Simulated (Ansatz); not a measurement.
Input file:

```yaml
crystal:
  periodic: [false, false, false]
  atoms:
    - {symbol: Si, position_ang: [0.008368, 0.003078, -0.001187]}
    - {symbol: H, position_ang: [1.315437, 0.025679, 0.010311]}
    - {symbol: H, position_ang: [-0.828179, 1.246651, -0.000678]}
    - {symbol: H, position_ang: [-0.720427, -1.358092, 0.023442]}
basis:
  gaussian: {orbitals: cc-pVDZ}
total_charge: 1
magnetization: {spin_polarized: false, initial_magnetization: 1}
correlation: {method: fic_mrcisd_q, electrons: valence, active_space: {window: {electrons: 6, orbitals: 7}}}
accuracy: high
```

```sh
$ ansatz run in.yaml --threads 1 --pin off --events-out ev --progress --plain --max-ram 2393MiB
```

(1) How does this run end?

## Answers

(1) Refused. The input was made wrong on purpose (multiplicity of wrong parity), so the run isn't a sound calculation of what was asked.
```
Error: a molecule whose nuclei and cores have a total charge of 17 cannot have a net charge of 1 together with 1 unpaired electrons
```
